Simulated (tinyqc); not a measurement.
ROHF in the sto-6g basis, for CH2, spin multiplicity 3, step by step (part 1 of 2). Computed by tinyqc, a small Python program that keeps every step (integrals from PySCF). Settings: charge = 0, multiplicity = 3, basis = sto-6g, energy threshold = 1e-09, iteration cap = 86, orthogonalisation = symmetric, start = core, DIIS depth = 4, DIIS from iteration = 2, method = ROHF. Command: `OMP_NUM_THREADS=1 python tinyqc.py 28294 28295 out.jsonl` (the two numbers bound the seeds that draw the settings). One thread of a shared host (Intel(R) Xeon(R) Processor @ 2.60GHz), about 0.1 s of CPU time with the checks. Later iterations appear only in the table of the cycle.

## One-electron integrals

Geometry (angstrom):
```
atom        x         y        z
C     0.00000   0.00000  0.00000
H     0.00000   1.11000  0.58000
H     0.00000  -1.11000  0.58000
```

Basis sto-6g: exponents (1/bohr^2) and contraction coefficients of normalised primitives:
```
element  l (shell)   exponent  coefficient
C            s (1)  742.73705      0.00916
C            s (1)  136.18002      0.04936
C            s (1)   38.09826      0.16854
C            s (1)   13.08778      0.37056
C            s (1)    5.08237      0.41649
C            s (1)    2.09320      0.13033
C            s (2)   30.49724     -0.01325
C            s (2)    6.03620     -0.04699
C            s (2)    1.87605     -0.03379
C            s (2)    0.72178      0.25024
C            s (2)    0.31347      0.59512
C            s (2)    0.14369      0.24071
C            p (3)   30.49724      0.00376
C            p (3)    6.03620      0.03768
C            p (3)    1.87605      0.17390
C            p (3)    0.72178      0.41804
C            p (3)    0.31347      0.42586
C            p (3)    0.14369      0.10171
H            s (1)   35.52322      0.00916
H            s (1)    6.51314      0.04936
H            s (1)    1.82214      0.16854
H            s (1)    0.62596      0.37056
H            s (1)    0.24308      0.41649
H            s (1)    0.10011      0.13033
```

Overlap, kinetic and nuclear-attraction integrals over the contracted functions; the nuclear repulsion is the sum of Za Zb / Rab.

nuclear repulsion = 5.3087435 hartree

overlap S:
```
          1C 1s    1C 2s   1C 2px    1C 2py   1C 2pz    2H 1s     3H 1s
1C 1s   1.00000  0.24323  0.00000   0.00000  0.00000  0.04456   0.04456
1C 2s   0.24323  1.00000  0.00000   0.00000  0.00000  0.40240   0.40240
1C 2px  0.00000  0.00000  1.00000   0.00000  0.00000  0.00000   0.00000
1C 2py  0.00000  0.00000  0.00000   1.00000  0.00000  0.36131  -0.36131
1C 2pz  0.00000  0.00000  0.00000   0.00000  1.00000  0.18879   0.18879
2H 1s   0.04456  0.40240  0.00000   0.36131  0.18879  1.00000   0.08379
3H 1s   0.04456  0.40240  0.00000  -0.36131  0.18879  0.08379   1.00000
```

kinetic energy T (hartree):
```
           1C 1s     1C 2s   1C 2px    1C 2py   1C 2pz     2H 1s     3H 1s
1C 1s   16.06864  -0.49279  0.00000   0.00000  0.00000  -0.00944  -0.00944
1C 2s   -0.49279   0.49241  0.00000   0.00000  0.00000   0.06056   0.06056
1C 2px   0.00000   0.00000  1.47923   0.00000  0.00000   0.00000   0.00000
1C 2py   0.00000   0.00000  0.00000   1.47923  0.00000   0.15568  -0.15568
1C 2pz   0.00000   0.00000  0.00000   0.00000  1.47923   0.08135   0.08135
2H 1s   -0.00944   0.06056  0.00000   0.15568  0.08135   0.76852  -0.01198
3H 1s   -0.00944   0.06056  0.00000  -0.15568  0.08135  -0.01198   0.76852
```

nuclear attraction V (hartree):
```
            1C 1s     1C 2s    1C 2px    1C 2py    1C 2pz     2H 1s     3H 1s
1C 1s   -34.85302  -3.82397   0.00000   0.00000  -0.01254  -0.78769  -0.78769
1C 2s    -3.82397  -5.99390   0.00000   0.00000  -0.12935  -1.97032  -1.97032
1C 2px    0.00000   0.00000  -5.92973   0.00000   0.00000   0.00000   0.00000
1C 2py    0.00000   0.00000   0.00000  -6.08039   0.00000  -1.63671   1.63671
1C 2pz   -0.01254  -0.12935   0.00000   0.00000  -5.97087  -0.87882  -0.87882
2H 1s    -0.78769  -1.97032   0.00000  -1.63671  -0.87882  -3.98488  -0.37345
3H 1s    -0.78769  -1.97032   0.00000   1.63671  -0.87882  -0.37345  -3.98488
```

core Hamiltonian H = T + V (hartree):
```
            1C 1s     1C 2s    1C 2px    1C 2py    1C 2pz     2H 1s     3H 1s
1C 1s   -18.78438  -4.31676   0.00000   0.00000  -0.01254  -0.79714  -0.79714
1C 2s    -4.31676  -5.50149   0.00000   0.00000  -0.12935  -1.90977  -1.90977
1C 2px    0.00000   0.00000  -4.45050   0.00000   0.00000   0.00000   0.00000
1C 2py    0.00000   0.00000   0.00000  -4.60116   0.00000  -1.48103   1.48103
1C 2pz   -0.01254  -0.12935   0.00000   0.00000  -4.49163  -0.79747  -0.79747
2H 1s    -0.79714  -1.90977   0.00000  -1.48103  -0.79747  -3.21636  -0.38543
3H 1s    -0.79714  -1.90977   0.00000   1.48103  -0.79747  -0.38543  -3.21636
```

## Two-electron integrals

Functions are numbered as in S; the eight-fold symmetry (ij|kl) = (ji|kl) = (kl|ij) leaves the list below.

Two-electron integrals (ij|kl) in chemists' order, unique and non-zero (hartree):
```
(11|11) 3.54374    (21|11) 0.52946    (21|21) 0.10032    (22|11) 0.85360
(22|21) 0.19993    (22|22) 0.62484    (31|31) 0.02127    (32|31) 0.03187
(32|32) 0.13811    (33|11) 0.85360    (33|21) 0.19993    (33|22) 0.62484
(33|33) 0.67322    (41|41) 0.02127    (42|41) 0.03187    (42|42) 0.13811
(43|43) 0.03628    (44|11) 0.85360    (44|21) 0.19993    (44|22) 0.62484
(44|33) 0.60066    (44|44) 0.67322    (51|51) 0.02127    (52|51) 0.03187
(52|52) 0.13811    (53|53) 0.03628    (54|54) 0.03628    (55|11) 0.85360
(55|21) 0.19993    (55|22) 0.62484    (55|33) 0.60066    (55|44) 0.60066
(55|55) 0.67322    (61|11) 0.10204    (61|21) 0.01862    (61|22) 0.03654
(61|33) 0.03640    (61|41) 0.00108    (61|42) 0.00210    (61|44) 0.03672
(61|51) 0.00057    (61|52) 0.00110    (61|54) 0.00017    (61|55) 0.03649
(61|61) 0.00355    (62|11) 0.25643    (62|21) 0.06102    (62|22) 0.21152
(62|33) 0.20639    (62|41) 0.00550    (62|42) 0.03749    (62|44) 0.21847
(62|51) 0.00288    (62|52) 0.01959    (62|54) 0.00631    (62|55) 0.20969
(62|61) 0.01171    (62|62) 0.09679    (63|31) 0.00637    (63|32) 0.03306
(63|43) 0.00722    (63|53) 0.00377    (63|63) 0.01141    (64|11) 0.20040
(64|21) 0.04833    (64|22) 0.17729    (64|33) 0.16853    (64|41) 0.01008
(64|42) 0.06175    (64|44) 0.19227    (64|51) 0.00194    (64|52) 0.01499
(64|54) 0.00863    (64|55) 0.17107    (64|61) 0.00970    (64|62) 0.09618
(64|64) 0.10519    (65|11) 0.10471    (65|21) 0.02525    (65|22) 0.09264
(65|33) 0.08806    (65|41) 0.00194    (65|42) 0.01499    (65|44) 0.09292
(65|51) 0.00738    (65|52) 0.04089    (65|54) 0.00976    (65|55) 0.09693
(65|61) 0.00507    (65|62) 0.05026    (65|64) 0.04900    (65|65) 0.03702
(66|11) 0.41748    (66|21) 0.10126    (66|22) 0.39922    (66|33) 0.37864
(66|41) 0.01096    (66|42) 0.10118    (66|44) 0.42715    (66|51) 0.00573
(66|52) 0.05287    (66|54) 0.02535    (66|55) 0.39188    (66|61) 0.01972
(66|62) 0.23681    (66|64) 0.25931    (66|65) 0.13550    (66|66) 0.77500
(71|11) 0.10204    (71|21) 0.01862    (71|22) 0.03654    (71|33) 0.03640
(71|41) -0.00108   (71|42) -0.00210   (71|44) 0.03672    (71|51) 0.00057
(71|52) 0.00110    (71|54) -0.00017   (71|55) 0.03649    (71|61) 0.00343
(71|62) 0.01087    (71|64) 0.00823    (71|65) 0.00472    (71|66) 0.01794
(71|71) 0.00355    (72|11) 0.25643    (72|21) 0.06102    (72|22) 0.21152
(72|33) 0.20639    (72|41) -0.00550   (72|42) -0.03749   (72|44) 0.21847
(72|51) 0.00288    (72|52) 0.01959    (72|54) -0.00631   (72|55) 0.20969
(72|61) 0.01087    (72|62) 0.06603    (72|64) 0.04803    (72|65) 0.03336
(72|66) 0.12329    (72|71) 0.01171    (72|72) 0.09679    (73|31) 0.00637
(73|32) 0.03306    (73|43) -0.00722   (73|53) 0.00377    (73|63) 0.00715
(73|73) 0.01141    (74|11) -0.20040   (74|21) -0.04833   (74|22) -0.17729
(74|33) -0.16853   (74|41) 0.01008    (74|42) 0.06175    (74|44) -0.19227
(74|51) -0.00194   (74|52) -0.01499   (74|54) 0.00863    (74|55) -0.17107
(74|61) -0.00823   (74|62) -0.04803   (74|64) -0.02900   (74|65) -0.02383
(74|66) -0.08520   (74|71) -0.00970   (74|72) -0.09618   (74|74) 0.10519
(75|11) 0.10471    (75|21) 0.02525    (75|22) 0.09264    (75|33) 0.08806
(75|41) -0.00194   (75|42) -0.01499   (75|44) 0.09292    (75|51) 0.00738
(75|52) 0.04089    (75|54) -0.00976   (75|55) 0.09693    (75|61) 0.00472
(75|62) 0.03336    (75|64) 0.02383    (75|65) 0.02364    (75|66) 0.06562
(75|71) 0.00507    (75|72) 0.05026    (75|74) -0.04900   (75|75) 0.03702
(76|11) 0.04781    (76|21) 0.01140    (76|22) 0.04074    (76|33) 0.03975
(76|44) 0.04106    (76|51) 0.00091    (76|52) 0.00651    (76|55) 0.04141
(76|61) 0.00212    (76|62) 0.01627    (76|64) 0.01416    (76|65) 0.00929
(76|66) 0.03677    (76|71) 0.00212    (76|72) 0.01627    (76|74) -0.01416
(76|75) 0.00929    (76|76) 0.00341    (77|11) 0.41748    (77|21) 0.10126
(77|22) 0.39922    (77|33) 0.37864    (77|41) -0.01096   (77|42) -0.10118
(77|44) 0.42715    (77|51) 0.00573    (77|52) 0.05287    (77|54) -0.02535
(77|55) 0.39188    (77|61) 0.01794    (77|62) 0.12329    (77|64) 0.08520
(77|65) 0.06562    (77|66) 0.23799    (77|71) 0.01972    (77|72) 0.23681
(77|74) -0.25931   (77|75) 0.13550    (77|76) 0.03677    (77|77) 0.77500
```

## Orthogonalisation

S = U s U^T; symmetric (Loewdin) form X = U s^(-1/2) U^T, so that X^T S X = 1.

eigenvalues of S: 0.38737  0.44542  0.88626  1.00000  1.08326  1.47079  1.72689

X:
```
           1C 1s     1C 2s   1C 2px    1C 2py    1C 2pz     2H 1s     3H 1s
1C 1s    1.02515  -0.14288  0.00000   0.00000  -0.00755   0.02099   0.02099
1C 2s   -0.14288   1.18856  0.00000   0.00000   0.07583  -0.25646  -0.25646
1C 2px   0.00000   0.00000  1.00000   0.00000   0.00000   0.00000   0.00000
1C 2py   0.00000   0.00000  0.00000   1.13393   0.00000  -0.23742   0.23742
1C 2pz  -0.00755   0.07583  0.00000   0.00000   1.03477  -0.11804  -0.11804
2H 1s    0.02099  -0.25646  0.00000  -0.23742  -0.11804   1.16561  -0.02338
3H 1s    0.02099  -0.25646  0.00000   0.23742  -0.11804  -0.02338   1.16561
```

## Starting guess

The start is the orbitals of the core Hamiltonian; D(s) = C_occ C_occ^T for each spin.

D(alpha) at the start:
```
           1C 1s     1C 2s   1C 2px    1C 2py    1C 2pz     2H 1s     3H 1s
1C 1s    1.06937  -0.29800  0.00000   0.00000  -0.01924   0.03750   0.03750
1C 2s   -0.29800   1.26960  0.00000   0.00000   0.10725  -0.14761  -0.14761
1C 2px   0.00000   0.00000  1.00000   0.00000   0.00000   0.00000   0.00000
1C 2py   0.00000   0.00000  0.00000   1.20037   0.00000  -0.16871   0.16871
1C 2pz  -0.01924   0.10725  0.00000   0.00000   1.05416  -0.08767  -0.08767
2H 1s    0.03750  -0.14761  0.00000  -0.16871  -0.08767   0.04630  -0.00113
3H 1s    0.03750  -0.14761  0.00000   0.16871  -0.08767  -0.00113   0.04630
```

D(beta) at the start:
```
           1C 1s     1C 2s   1C 2px    1C 2py    1C 2pz     2H 1s     3H 1s
1C 1s    1.06235  -0.26741  0.00000   0.00000  -0.09771   0.03978   0.03978
1C 2s   -0.26741   1.13637  0.00000   0.00000   0.44901  -0.15753  -0.15753
1C 2px   0.00000   0.00000  0.00000   0.00000   0.00000   0.00000   0.00000
1C 2py   0.00000   0.00000  0.00000   1.20037   0.00000  -0.16871   0.16871
1C 2pz  -0.09771   0.44901  0.00000   0.00000   0.17748  -0.06222  -0.06222
2H 1s    0.03978  -0.15753  0.00000  -0.16871  -0.06222   0.04556  -0.00186
3H 1s    0.03978  -0.15753  0.00000   0.16871  -0.06222  -0.00186   0.04556
```

## Iteration 1: building the Fock matrix

J_ij = sum D_kl (ij|kl) with D = D(alpha) + D(beta), K_ij = sum D_kl (ik|jl) for each spin; F = H + J - K(s); E = tr D H + tr D J / 2 - 0.5 sum_s tr D(s) K(s) + E_nn.

Coulomb J (hartree):
```
           1C 1s    1C 2s   1C 2px    1C 2py   1C 2pz    2H 1s     3H 1s
1C 1s   12.42516  2.29184  0.00000   0.00000  0.02115  0.43068   0.43068
1C 2s    2.29184  5.52280  0.00000   0.00000  0.08754  1.81151   1.81151
1C 2px   0.00000  0.00000  5.50033   0.00000  0.00000  0.00000   0.00000
1C 2py   0.00000  0.00000  0.00000   5.56127  0.00000  1.49006  -1.49006
1C 2pz   0.02115  0.08754  0.00000   0.00000  5.50681  0.79340   0.79340
2H 1s    0.43068  1.81151  0.00000   1.49006  0.79340  3.26632   0.34625
3H 1s    0.43068  1.81151  0.00000  -1.49006  0.79340  0.34625   3.26632
```

exchange K(alpha) (hartree):
```
          1C 1s     1C 2s   1C 2px    1C 2py    1C 2pz    2H 1s     3H 1s
1C 1s   3.67431   0.62910  0.00000   0.00000   0.00020  0.12707   0.12707
1C 2s   0.62910   1.09180  0.00000   0.00000  -0.00020  0.31113   0.31113
1C 2px  0.00000   0.00000  0.91039   0.00000   0.00000  0.00000   0.00000
1C 2py  0.00000   0.00000  0.00000   0.90381   0.00000  0.19469  -0.19469
1C 2pz  0.00020  -0.00020  0.00000   0.00000   0.90837  0.10094   0.10094
2H 1s   0.12707   0.31113  0.00000   0.19469   0.10094  0.16177   0.05954
3H 1s   0.12707   0.31113  0.00000  -0.19469   0.10094  0.05954   0.16177
```

exchange K(beta) (hartree):
```
          1C 1s    1C 2s   1C 2px    1C 2py   1C 2pz    2H 1s     3H 1s
1C 1s   3.62877  0.56760  0.00000   0.00000  0.01294  0.11527   0.11527
1C 2s   0.56760  0.75481  0.00000   0.00000  0.25288  0.25085   0.25085
1C 2px  0.00000  0.00000  0.18787   0.00000  0.00000  0.00000   0.00000
1C 2py  0.00000  0.00000  0.00000   0.81753  0.00000  0.18096  -0.18096
1C 2pz  0.01294  0.25288  0.00000   0.00000  0.27351  0.10292   0.10292
2H 1s   0.11527  0.25085  0.00000   0.18096  0.10292  0.14107   0.04647
3H 1s   0.11527  0.25085  0.00000  -0.18096  0.10292  0.04647   0.14107
```

F(alpha) (hartree):
```
            1C 1s     1C 2s   1C 2px    1C 2py    1C 2pz     2H 1s     3H 1s
1C 1s   -10.03353  -2.65401  0.00000   0.00000   0.00840  -0.49352  -0.49352
1C 2s    -2.65401  -1.07049  0.00000   0.00000  -0.04160  -0.40938  -0.40938
1C 2px    0.00000   0.00000  0.13944   0.00000   0.00000   0.00000   0.00000
1C 2py    0.00000   0.00000  0.00000   0.05630   0.00000  -0.18566   0.18566
1C 2pz    0.00840  -0.04160  0.00000   0.00000   0.10682  -0.10502  -0.10502
2H 1s    -0.49352  -0.40938  0.00000  -0.18566  -0.10502  -0.11181  -0.09872
3H 1s    -0.49352  -0.40938  0.00000   0.18566  -0.10502  -0.09872  -0.11181
```

F(beta) (hartree):
```
           1C 1s     1C 2s   1C 2px    1C 2py    1C 2pz     2H 1s     3H 1s
1C 1s   -9.98799  -2.59252  0.00000   0.00000  -0.00434  -0.48172  -0.48172
1C 2s   -2.59252  -0.73350  0.00000   0.00000  -0.29469  -0.34911  -0.34911
1C 2px   0.00000   0.00000  0.86196   0.00000   0.00000   0.00000   0.00000
1C 2py   0.00000   0.00000  0.00000   0.14258   0.00000  -0.17193   0.17193
1C 2pz  -0.00434  -0.29469  0.00000   0.00000   0.74168  -0.10699  -0.10699
2H 1s   -0.48172  -0.34911  0.00000  -0.17193  -0.10699  -0.09111  -0.08565
3H 1s   -0.48172  -0.34911  0.00000   0.17193  -0.10699  -0.08565  -0.09111
```

total energy of this density = -37.2973614 hartree

## Iteration 1: Roothaan effective Fock matrix

With projectors Pc = D(beta) S, Po = (D(alpha) - D(beta)) S, Pv = 1 - D(alpha) S, the block xy is Px^T F Py; with Fc = (F(alpha) + F(beta))/2, the blocks are Fc for cc, oo, vv and cv, F(beta) for co and F(alpha) for ov.

effective F (hartree):
```
            1C 1s     1C 2s   1C 2px    1C 2py    1C 2pz     2H 1s     3H 1s
1C 1s   -10.01057  -2.61831  0.00000   0.00000  -0.00966  -0.48757  -0.48757
1C 2s    -2.61831  -0.87430  0.00000   0.00000  -0.19786  -0.37425  -0.37425
1C 2px    0.00000   0.00000  0.50070   0.00000   0.00000   0.00000   0.00000
1C 2py    0.00000   0.00000  0.00000   0.09944   0.00000  -0.17879   0.17879
1C 2pz   -0.00966  -0.19786  0.00000   0.00000   0.39756  -0.11909  -0.11909
2H 1s    -0.48757  -0.37425  0.00000  -0.17879  -0.11909  -0.10158  -0.09230
3H 1s    -0.48757  -0.37425  0.00000   0.17879  -0.11909  -0.09230  -0.10158
```

## Iteration 1: diagonalisation and new density

Diagonalise F' = X^T F X, C = X C', fill 5 alpha and 3 beta electrons from the bottom; D(s) = C_occ C_occ^T. Each column has its largest component positive (the first on a tie).

F' = X^T F X (hartree):
```
          1         2        3         4         5         6         7
1  -9.80914  -1.41163  0.00000   0.00000  -0.00345  -0.06266  -0.06266
2  -1.41163  -0.21474  0.00000   0.00000  -0.09475  -0.27009  -0.27009
3   0.00000   0.00000  0.50070   0.00000   0.00000   0.00000   0.00000
4   0.00000   0.00000  0.00000   0.31935   0.00000  -0.28536   0.28536
5  -0.00345  -0.09475  0.00000   0.00000   0.45664  -0.15153  -0.15153
6  -0.06266  -0.27009  0.00000  -0.28536  -0.15153   0.16140  -0.03859
7  -0.06266  -0.27009  0.00000   0.28536  -0.15153  -0.03859   0.16140
```

orbital energies (hartree): MO1 -10.01456, MO2 -0.36855, MO3 -0.14829, MO4 0.35996, MO5 0.50070, MO6 0.57871, MO7 0.66762

coefficients C:
```
             MO1       MO2       MO3       MO4      MO5       MO6       MO7
1C 1s    0.99445  -0.20075   0.00000  -0.19219  0.00000  -0.07822   0.00000
1C 2s    0.02375   0.65107   0.00000   0.93625  0.00000   0.51899   0.00000
1C 2px   0.00000   0.00000   0.00000   0.00000  1.00000   0.00000   0.00000
1C 2py   0.00000   0.00000   0.48664   0.00000  0.00000   0.00000   1.07783
1C 2pz   0.00300   0.20502   0.00000  -0.41883  0.00000   0.94179   0.00000
2H 1s   -0.00478   0.30491   0.48138  -0.53232  0.00000  -0.59676  -0.72904
3H 1s   -0.00478   0.30491  -0.48138  -0.53232  0.00000  -0.59676   0.72904
```

D(alpha) after iteration 1:
```
           1C 1s     1C 2s   1C 2px    1C 2py    1C 2pz     2H 1s     3H 1s
1C 1s    1.06617  -0.28703  0.00000   0.00000   0.04232   0.03634   0.03634
1C 2s   -0.28703   1.30102  0.00000   0.00000  -0.25857  -0.29998  -0.29998
1C 2px   0.00000   0.00000  1.00000   0.00000   0.00000   0.00000   0.00000
1C 2py   0.00000   0.00000  0.00000   0.23682   0.00000   0.23426  -0.23426
1C 2pz   0.04232  -0.25857  0.00000   0.00000   0.21746   0.28545   0.28545
2H 1s    0.03634  -0.29998  0.00000   0.23426   0.28545   0.60809   0.14464
3H 1s    0.03634  -0.29998  0.00000  -0.23426   0.28545   0.14464   0.60809
```

D(beta) after iteration 1:
```
           1C 1s     1C 2s   1C 2px    1C 2py    1C 2pz     2H 1s     3H 1s
1C 1s    1.02923  -0.10709  0.00000   0.00000  -0.03817  -0.06597  -0.06597
1C 2s   -0.10709   0.42446  0.00000   0.00000   0.13356   0.19840   0.19840
1C 2px   0.00000   0.00000  0.00000   0.00000   0.00000   0.00000   0.00000
1C 2py   0.00000   0.00000  0.00000   0.23682   0.00000   0.23426  -0.23426
1C 2pz  -0.03817   0.13356  0.00000   0.00000   0.04204   0.06250   0.06250
2H 1s   -0.06597   0.19840  0.00000   0.23426   0.06250   0.32472  -0.13873
3H 1s   -0.06597   0.19840  0.00000  -0.23426   0.06250  -0.13873   0.32472
```
